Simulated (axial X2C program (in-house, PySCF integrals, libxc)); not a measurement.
# NaCl⁻: properties at the nuclei

Calculated with an axial X2C code built on PySCF integrals: two-component X2C with atomic mean-field Coulomb and Gaunt terms, Gaussian nuclei, basis Cl dyall-av3z, Na dyall-av3z with contracted cores.

R = 2.501 Å (near the PBE0 minimum at charge -1 of the determinant lowest at the starting distance; the state shown can have its own minimum elsewhere).

Determinant lowest in the PBE0 search, Ω = 1/2 (⟨Sz⟩ = 0.50, ⟨Lz⟩ = 0.00 at PBE0), spin on the atoms Cl 0.02, Na 0.48:

| level | Eeff magnitude (GV/cm) | Ws magnitude Cl (kHz) | Ws magnitude Na (kHz) | A∥/gI Cl (MHz) | qzz Cl (a.u.) | A∥/gI Na (MHz) | qzz Na (a.u.) |
| --- | --- | --- | --- | --- | --- | --- | --- |
| PBE0 | 0.0281 | 0.013 | 0.00916 | 32.1 | 0.22 | 197 | -0.26 |
| HF | 0.0215 | 0.00903 | 0.00789 | 21.8 | 0.12 | 153 | -0.28 |
| LDA | 0.0322 | 0.0153 | 0.0101 | 43.1 | 0.27 | 245 | -0.23 |
| TPSSh | 0.0281 | 0.0131 | 0.00902 | 33.1 | 0.25 | 176 | -0.25 |
| r2SCAN | 0.0326 | 0.0146 | 0.011 | 33.3 | 0.17 | 216 | -0.26 |

Determinant 0.90 eV from it at PBE0 and this distance, Ω = 3/2 (⟨Sz⟩ = 0.50, ⟨Lz⟩ = 1.00 at PBE0), spin on the atoms Cl 0.01, Na 0.49:

```json
{"level": "PBE0", "Eeff magnitude (GV/cm)": "0.000696", "Ws magnitude Cl (kHz)": "0.00013", "Ws magnitude Na (kHz)": "2.91e-05", "A∥/gI Cl (MHz)": "0.355", "qzz Cl (a.u.)": "0.54", "A∥/gI Na (MHz)": "0.796", "qzz Na (a.u.)": "-0.18"}
{"level": "HF", "Eeff magnitude (GV/cm)": "0.000363", "Ws magnitude Cl (kHz)": "6.58e-05", "Ws magnitude Na (kHz)": "7.55e-06", "A∥/gI Cl (MHz)": "0.552", "qzz Cl (a.u.)": "0.35", "A∥/gI Na (MHz)": "0.446", "qzz Na (a.u.)": "-0.21"}
{"level": "LDA", "Eeff magnitude (GV/cm)": "0.000771", "Ws magnitude Cl (kHz)": "0.000153", "Ws magnitude Na (kHz)": "2.51e-05", "A∥/gI Cl (MHz)": "0.727", "qzz Cl (a.u.)": "0.66", "A∥/gI Na (MHz)": "1.49", "qzz Na (a.u.)": "-0.15"}
{"level": "TPSSh", "Eeff magnitude (GV/cm)": "0.00044", "Ws magnitude Cl (kHz)": "6.89e-05", "Ws magnitude Na (kHz)": "1.93e-05", "A∥/gI Cl (MHz)": "0.267", "qzz Cl (a.u.)": "0.56", "A∥/gI Na (MHz)": "0.482", "qzz Na (a.u.)": "-0.17"}
{"level": "r2SCAN", "Eeff magnitude (GV/cm)": "0.000128", "Ws magnitude Cl (kHz)": "1e-05", "Ws magnitude Na (kHz)": "2.15e-06", "A∥/gI Cl (MHz)": "0.355", "qzz Cl (a.u.)": "0.45", "A∥/gI Na (MHz)": "1.03", "qzz Na (a.u.)": "-0.19"}
```

Eeff is the effective electric field on the electron electric dipole moment in this Ω state and Ws the scalar–pseudoscalar constant of the nucleus named (defined with the proton number Z and per Ω); A∥ (defined per Ω) follows by multiplying with gI = μI/(I μN); qzz is the electric field gradient, eQq0 = 234.96 MHz × Q/barn × qzz. The operators were transformed with the bare-nucleus X2C matrices; with these basis sets, hyperfine constants and field gradients can be off by tens of per cent, and where levels differ in sign neither size nor sign is settled.

Question: With gI(35Cl) = 0.5479, gI(23Na) = 1.4783, Q(23Na) = 0.104 barn (g factors from the IAEA table of nuclear moments by Stone; Q from Pyykkö, Mol. Phys. 2018), turn the PBE0 values of the first state into constants in MHz.

Answer: A∥(35Cl) = 32.1 × 0.5479 = 17.6 MHz; A∥(23Na) = 197 × 1.4783 = 291 MHz; eQq0(23Na) = 234.96 × (0.104) × (-0.26) = -6.35 MHz.

Each state is one determinant with collinear spin. Unrestricted Hartree–Fock can overshoot spin polarisation at the nuclei. For an anion, determinants above electron detachment, or with a positive highest level, are held by the basis set. Where Eeff spreads by more than a factor of two the levels disagree and none is to be relied on. The search compared states at one distance, so a state with another bond length can lie lower. Further determinants of the search, some of them spin-mixed, are not shown. Where a field gradient or hyperfine factor spreads by more than a factor of two over the levels, a constant derived from it is not to be relied on. PBE0 term energies can be off by some tenths of an eV.
